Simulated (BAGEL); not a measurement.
# A workflow on CH5AlO (SMILES [CH3][AlH][OH])

Wanted: the energy (HF/def2-SV(P)), then a single-point energy (NEVPT2(2,2)/def2-SV(P)), then a single-point energy (CASPT2(2,2)/def2-SV(P)) of CH5AlO. 

The results are computed with BAGEL 1.2.2.

1 further run of the same task is left out (set aside as unsound or not needed).

**1. The molecule**

CH5AlO: 8 atoms, total charge 0, spin state singlet. SMILES: `[CH3][AlH][OH]`. The O3–H8 distance was set to 1.529 Å, away from the relaxed value. At this shape a bond of the SMILES string is far longer than usual.

Bond lengths: C1–Al2 1.941 Å, Al2–O3 1.701 Å, C1–H4 1.095 Å, C1–H5 1.092 Å, C1–H6 1.095 Å, Al2–H7 1.589 Å. Angles: C1–Al2–O3 117.6°, C1–Al2–H7 124.2°, O3–Al2–H7 118.3°, Al2–C1–H4 111.0°, Al2–C1–H5 111.9°, Al2–C1–H6 111.2°, H4–C1–H5 107.9°, H4–C1–H6 106.4°, H5–C1–H6 108.2°. A long bond or contact: O3–H8 1.529 Å.

**2. The energy at HF/def2-SV(P) (density fitting with svp-jkfit) (run 1)**

job.json

```json
{ "bagel": [

{
  "title": "molecule",
  "basis": "def2-sv_p_.json",
  "df_basis": "svp-jkfit",
  "angstrom": "true",
  "geometry": [
    { "atom": "C", "xyz": [      -1.159837,       1.409794,      -0.060521 ] },
    { "atom": "Al", "xyz": [       0.197763,       0.033394,      -0.229521 ] },
    { "atom": "O", "xyz": [       0.162663,      -1.248806,       0.887179 ] },
    { "atom": "H", "xyz": [      -0.707037,       2.382094,       0.159679 ] },
    { "atom": "H", "xyz": [      -1.873337,       1.182994,       0.734679 ] },
    { "atom": "H", "xyz": [      -1.717637,       1.532594,      -0.994421 ] },
    { "atom": "H", "xyz": [       1.334863,       0.033094,      -1.339821 ] },
    { "atom": "H", "xyz": [       1.181200,      -2.389100,       0.859500 ] }
  ]
},

{ "title": "hf" },

{ "title": "print", "file": "orbitals.molden", "orbitals": "true" }

]}
```

The basis set def2-SV(P) is read from a file made from the Basis Set Exchange's data (not shown).

Launch:

```
$ BAGEL_NUM_THREADS=1 BAGEL job.json > job.out
```

Log:

```text
* using 1 threads per process

  ===============================================================
  ===============================================================

  *** Geometry ***

  { "atom" : "C", "xyz" : [     -2.191774,      2.664125,     -0.114368 ] },
  { "atom" : "Al", "xyz" : [      0.373718,      0.063106,     -0.433732 ] },
  { "atom" : "O", "xyz" : [      0.307389,     -2.359901,      1.676525 ] },
  { "atom" : "H", "xyz" : [     -1.336106,      4.501505,      0.301750 ] },
  { "atom" : "H", "xyz" : [     -3.540094,      2.235535,      1.388342 ] },
  { "atom" : "H", "xyz" : [     -3.245864,      2.896183,     -1.879183 ] },
  { "atom" : "H", "xyz" : [      2.522525,      0.062539,     -2.531895 ] },
  { "atom" : "H", "xyz" : [      2.232144,     -4.514745,      1.624220 ] },

  Number of auxiliary basis functions:      370

  Since a DF basis is specified, we compute 2- and 3-index integrals:
    o Being stored without compression. Storage requirement is 0.009 GB

  Number of basis functions:       56
  Number of electrons      :       32

    * METHOD: MOLECULE                             0.13

  *** RHF ***

  === Nuclear Repulsion ===
    96.6773456411

      * DIIS with orbital gradients will be used.

  === RHF iteration (def2-sv_p_.json) ===
      0       -356.97958305          0.03324531           0.03
      1       -357.07043366          0.03078241           0.02
      2       -357.29594542          0.00331662           0.02
      3       -357.29960906          0.00121399           0.02
      4       -357.30032983          0.00030484           0.02
      5       -357.30040294          0.00009648           0.02
      6       -357.30041280          0.00003104           0.02
      7       -357.30041393          0.00001620           0.02
      8       -357.30041427          0.00000630           0.02
      9       -357.30041431          0.00000203           0.02
     10       -357.30041431          0.00000075           0.02
     11       -357.30041431          0.00000026           0.02
     12       -357.30041431          0.00000008           0.02
     13       -357.30041431          0.00000004           0.02
     14       -357.30041431          0.00000002           0.02
     15       -357.30041431          0.00000001           0.02
    * SCF iteration converged.

    * Permanent dipole moment:
           (   -0.378180,     0.185283,     0.209821) a.u.

    * METHOD: HF                                   0.47

    * METHOD: PRINT                                0.02

  ===============================================================
```

Wall time 1.1 s (1 thread of AMD EPYC 7R43 (Zen 3), shared host); peak memory 0.14 GiB.

**3. The energy at NEVPT2(2,2)/def2-SV(P) (density fitting with svp-jkfit) (run 2)**

job.json

```json
{ "bagel" : [

{
  "title" : "molecule",
  "basis" : "def2-sv_p_.json",
  "df_basis" : "svp-jkfit",
  "angstrom" : true,
  "geometry" : [
    { "atom" : "C", "xyz" : [   -1.159837,    1.409794,   -0.060521 ] },
    { "atom" : "Al", "xyz" : [    0.197763,    0.033394,   -0.229521 ] },
    { "atom" : "O", "xyz" : [    0.162663,   -1.248806,    0.887179 ] },
    { "atom" : "H", "xyz" : [   -0.707037,    2.382094,    0.159679 ] },
    { "atom" : "H", "xyz" : [   -1.873337,    1.182994,    0.734679 ] },
    { "atom" : "H", "xyz" : [   -1.717637,    1.532594,   -0.994421 ] },
    { "atom" : "H", "xyz" : [    1.334863,    0.033094,   -1.339821 ] },
    { "atom" : "H", "xyz" : [    1.181200,   -2.389100,    0.859500 ] }
  ]
},
{ "title" : "hf", "charge" : 0 },
{
  "title" : "nevpt2",
  "nstate" : 1,
  "nact" : 2,
  "nclosed" : 15,
  "charge" : 0,
  "active" : [13, 17],
  "maxiter" : 200,
  "natocc" : true,
  "ncore" : 7
},
{ "title" : "print", "file" : "orbitals.molden", "orbitals" : true }

]}
```

The basis set def2-SV(P) is read from a file made from the Basis Set Exchange's data (not shown).

Launch:

```
$ BAGEL_NUM_THREADS=1 BAGEL job.json > job.out
```

Log:

```text
* using 1 threads per process

  ===============================================================
  ===============================================================

  *** Geometry ***

  { "atom" : "C", "xyz" : [     -2.191774,      2.664125,     -0.114368 ] },
  { "atom" : "Al", "xyz" : [      0.373718,      0.063106,     -0.433732 ] },
  { "atom" : "O", "xyz" : [      0.307389,     -2.359901,      1.676525 ] },
  { "atom" : "H", "xyz" : [     -1.336106,      4.501505,      0.301750 ] },
  { "atom" : "H", "xyz" : [     -3.540094,      2.235535,      1.388342 ] },
  { "atom" : "H", "xyz" : [     -3.245864,      2.896183,     -1.879183 ] },
  { "atom" : "H", "xyz" : [      2.522525,      0.062539,     -2.531895 ] },
  { "atom" : "H", "xyz" : [      2.232144,     -4.514745,      1.624220 ] },

  Number of auxiliary basis functions:      370

  Since a DF basis is specified, we compute 2- and 3-index integrals:
    o Being stored without compression. Storage requirement is 0.009 GB

  Number of basis functions:       56
  Number of electrons      :       32

    * METHOD: MOLECULE                             0.13

  *** RHF ***

  === Nuclear Repulsion ===
    96.6773456411

      * DIIS with orbital gradients will be used.

  === RHF iteration (def2-sv_p_.json) ===
      0       -356.97958305          0.03324531           0.03
      1       -357.07043366          0.03078241           0.02
      2       -357.29594542          0.00331662           0.02
      3       -357.29960906          0.00121399           0.02
      4       -357.30032983          0.00030484           0.02
      5       -357.30040294          0.00009648           0.02
      6       -357.30041280          0.00003104           0.02
      7       -357.30041393          0.00001620           0.02
      8       -357.30041427          0.00000630           0.02
      9       -357.30041431          0.00000203           0.02
     10       -357.30041431          0.00000075           0.02
     11       -357.30041431          0.00000026           0.02
     12       -357.30041431          0.00000008           0.02
     13       -357.30041431          0.00000004           0.02
     14       -357.30041431          0.00000002           0.02
     15       -357.30041431          0.00000001           0.02
    * SCF iteration converged.

    * Permanent dipole moment:
           (   -0.378180,     0.185283,     0.209821) a.u.

    * METHOD: HF                                   0.48

    * freezing 7 orbitals
  ---------------------------
      CASSCF calculation
  ---------------------------

    ==== Active orbitals : =====
         Orbital 13
         Orbital 17
    ============================

    * nstate   :      1
    * nclosed  :     15
    * nact     :      2
    * nvirt    :     39
  === CASSCF iteration (def2-sv_p_.json) ===

    * Using the second-order algorithm

      0  0      -357.30984581     2.45e-03      0.01

      1  0      -357.34623888     4.09e-03      0.11

      2  0      -357.35448376     1.27e-03      0.11

      3  0      -357.35488379     5.14e-04      0.12

      4  0      -357.35491509     1.88e-04      0.12

      5  0      -357.35491856     6.62e-05      0.13

      6  0      -357.35491897     2.30e-05      0.13

      7  0      -357.35491902     7.92e-06      0.13

      8  0      -357.35491903     2.73e-06      0.13

      9  0      -357.35491903     9.38e-07      0.12

     10  0      -357.35491903     3.23e-07      0.13

     11  0      -357.35491903     1.11e-07      0.10

     12  0      -357.35491903     3.82e-08      0.10

     13  0      -357.35491903     1.31e-08      0.10

     14  0      -357.35491903     4.51e-09      0.08

    * Second-order optimization converged. *

     guess   0:   closed 1.                   open ..

  === FCI iteration ===

      0  0      -357.29679195     1.03e-01      0.00
      1  0      -357.35310710     1.58e-02      0.00
      2  0 *    -357.35491903     5.72e-16      0.00

     * ci vector, state   0, <S^2> = 0.0000
       2.     0.9618431076
       .2    -0.2736016016

  === DF-NEVPT2 calculation ===

    * 3-index integral transformation done
    * assembly done

      NEVPT2 correlation energy:   -0.3414270747      0.05

          (+0)     -0.2666419453
          (+0)'    -0.0281638359
          (+1)     -0.0088179824
          (+1)'    -0.0000000000
          (+2)     -0.0006301319
          (-1)     -0.0348636175
          (-1)'     0.0000000000
          (-2)     -0.0023095618

      NEVPT2 total energy:       -357.6963461034

    * METHOD: NEVPT2                               1.77

    * METHOD: PRINT                                0.02

  ===============================================================
```

Run time: 2.9 s. Hardware: 1 thread of AMD EPYC 7R43 (Zen 3), shared host; peak memory 0.14 GiB.

**4. A single-point energy at CASPT2(2,2)/def2-SV(P) (density fitting with svp-jkfit) (run 3)**

input.json

```json
{ "bagel": [

{
  "title": "molecule",
  "basis": "def2-sv_p_.json",
  "df_basis": "svp-jkfit",
  "angstrom": true,
  "geometry": [
    { "atom": "C", "xyz": [   -1.159837,    1.409794,   -0.060521 ] },
    { "atom": "Al", "xyz": [    0.197763,    0.033394,   -0.229521 ] },
    { "atom": "O", "xyz": [    0.162663,   -1.248806,    0.887179 ] },
    { "atom": "H", "xyz": [   -0.707037,    2.382094,    0.159679 ] },
    { "atom": "H", "xyz": [   -1.873337,    1.182994,    0.734679 ] },
    { "atom": "H", "xyz": [   -1.717637,    1.532594,   -0.994421 ] },
    { "atom": "H", "xyz": [    1.334863,    0.033094,   -1.339821 ] },
    { "atom": "H", "xyz": [    1.181200,   -2.389100,    0.859500 ] }
  ]
},
{
  "title": "hf",
  "charge": 0
},
{
  "title": "casscf",
  "nstate": 1,
  "nact": 2,
  "nclosed": 15,
  "charge": 0,
  "active": [13, 17],
  "maxiter": 200,
  "natocc": true
},
{
  "title": "print",
  "file": "orbitals.molden",
  "orbitals": true
},
{
  "title": "smith",
  "method": "caspt2",
  "ms": true,
  "xms": true,
  "sssr": true,
  "shift": 0.2,
  "shift_imag": true,
  "ncore": 7
}

]}
```

The basis set def2-SV(P) is read from a file made from the Basis Set Exchange's data (not shown).

Launch:

```
$ BAGEL_NUM_THREADS=1 BAGEL input.json > input.out
```

Log:

```text
* using 1 threads per process

  ===============================================================
  ===============================================================

  *** Geometry ***

  { "atom" : "C", "xyz" : [     -2.191774,      2.664125,     -0.114368 ] },
  { "atom" : "Al", "xyz" : [      0.373718,      0.063106,     -0.433732 ] },
  { "atom" : "O", "xyz" : [      0.307389,     -2.359901,      1.676525 ] },
  { "atom" : "H", "xyz" : [     -1.336106,      4.501505,      0.301750 ] },
  { "atom" : "H", "xyz" : [     -3.540094,      2.235535,      1.388342 ] },
  { "atom" : "H", "xyz" : [     -3.245864,      2.896183,     -1.879183 ] },
  { "atom" : "H", "xyz" : [      2.522525,      0.062539,     -2.531895 ] },
  { "atom" : "H", "xyz" : [      2.232144,     -4.514745,      1.624220 ] },

  Number of auxiliary basis functions:      370

  Since a DF basis is specified, we compute 2- and 3-index integrals:
    o Being stored without compression. Storage requirement is 0.009 GB

  Number of basis functions:       56
  Number of electrons      :       32

    * METHOD: MOLECULE                             0.12

  *** RHF ***

  === Nuclear Repulsion ===
    96.6773456411

      * DIIS with orbital gradients will be used.

  === RHF iteration (def2-sv_p_.json) ===
      0       -356.97958305          0.03324531           0.03
      1       -357.07043366          0.03078241           0.02
      2       -357.29594542          0.00331662           0.02
      3       -357.29960906          0.00121399           0.02
      4       -357.30032983          0.00030484           0.02
      5       -357.30040294          0.00009648           0.02
      6       -357.30041280          0.00003104           0.02
      7       -357.30041393          0.00001620           0.02
      8       -357.30041427          0.00000630           0.02
      9       -357.30041431          0.00000203           0.02
     10       -357.30041431          0.00000075           0.02
     11       -357.30041431          0.00000026           0.02
     12       -357.30041431          0.00000008           0.02
     13       -357.30041431          0.00000004           0.02
     14       -357.30041431          0.00000002           0.02
     15       -357.30041431          0.00000001           0.02
    * SCF iteration converged.

    * Permanent dipole moment:
           (   -0.378180,     0.185283,     0.209821) a.u.

    * METHOD: HF                                   0.45

  ---------------------------
      CASSCF calculation
  ---------------------------

    ==== Active orbitals : =====
         Orbital 13
         Orbital 17
    ============================

    * nstate   :      1
    * nclosed  :     15
    * nact     :      2
    * nvirt    :     39
  === CASSCF iteration (def2-sv_p_.json) ===

    * Using the second-order algorithm

      0  0      -357.30984581     2.45e-03      0.01

      1  0      -357.34623888     4.09e-03      0.10

      2  0      -357.35448376     1.27e-03      0.11

      3  0      -357.35488379     5.14e-04      0.11

      4  0      -357.35491509     1.88e-04      0.11

      5  0      -357.35491856     6.62e-05      0.11

      6  0      -357.35491897     2.30e-05      0.10

      7  0      -357.35491902     7.92e-06      0.09

      8  0      -357.35491903     2.73e-06      0.09

      9  0      -357.35491903     9.38e-07      0.09

     10  0      -357.35491903     3.23e-07      0.08

     11  0      -357.35491903     1.11e-07      0.08

     12  0      -357.35491903     3.82e-08      0.07

     13  0      -357.35491903     1.31e-08      0.11

     14  0      -357.35491903     4.51e-09      0.07

    * Second-order optimization converged. *

     guess   0:   closed 1.                   open ..

  === FCI iteration ===

      0  0      -357.29679195     1.03e-01      0.00
      1  0      -357.35310710     1.58e-02      0.00
      2  0 *    -357.35491903     5.72e-16      0.00

     * ci vector, state   0, <S^2> = 0.0000
       2.     0.9618431076
       .2    -0.2736016016

    * METHOD: CASSCF                               1.37

    * METHOD: PRINT                                0.01

  === SMITH program ===

    * freezing 7 orbitals

    * Approximate memory requirement for SMITH calulation per MPI process:
      o Storage requirement for T-amplitude, lambda, and residual is 0.00 GB
      o Storage requirement for MO integrals is 0.00 GB
    * Calculating and saving rdm4f

    * Zeroth order energy : state  0       -0.8562628765

    * CASPT2 iteration is performed using orthogonal basis

      -------------------------------------------  CASPT2 iteration  ---------------------------------------------------
       #      aibj      arbs      arbi      airj      risj      airs      arst      rist         Etot      error   time
      ------------------------------------------------------------------------------------------------------------------

       0  -0.26543  -0.00278  -0.03549  -0.00906  -0.00082  -0.02658  -0.00000  -0.00000   -0.3401674  0.0016977   0.03
       1  -0.26555  -0.00280  -0.03561  -0.00912  -0.00085  -0.02686  -0.00000  -0.00000   -0.3407746  0.0001954   0.02
       2  -0.26555  -0.00280  -0.03559  -0.00911  -0.00085  -0.02687  -0.00000  -0.00000   -0.3407846  0.0000349   0.02
       3  -0.26555  -0.00280  -0.03559  -0.00911  -0.00086  -0.02688  -0.00000  -0.00000   -0.3407849  0.0000060   0.02
       4  -0.26555  -0.00280  -0.03559  -0.00911  -0.00086  -0.02688   0.00000  -0.00000   -0.3407849  0.0000012   0.02
       5  -0.26555  -0.00280  -0.03559  -0.00911  -0.00086  -0.02688   0.00000  -0.00000   -0.3407849  0.0000002   0.02

      ------------------------------------------------------------------------------------------------------------------

    * CASPT2 energy : state  0     -357.6975857351
        w/o shift correction       -357.6957039164
        reference weight              0.8972844728

    * METHOD: SMITH                                0.20

  ===============================================================
```

Run time: 2.6 s. Hardware: 1 thread of AMD EPYC 7R43 (Zen 3), shared host; peak memory 0.14 GiB.

**5. What came out**

| quantity | value |
| --- | --- |
| run 1, HF/def2-SV(P): total energy | -357.30041 Eh |
| run 1, HF/def2-SV(P): dipole moment | 1.20 D |
| run 1, HF/def2-SV(P): HOMO energy | -10.99 eV |
| run 1, HF/def2-SV(P): LUMO energy | 1.58 eV |
| run 1, HF/def2-SV(P): HOMO–LUMO gap | 12.56 eV |
| run 2, NEVPT2(2,2)/def2-SV(P): total energy | -357.69635 Eh |
| run 3, CASPT2(2,2)/def2-SV(P): total energy | -357.69759 Eh |
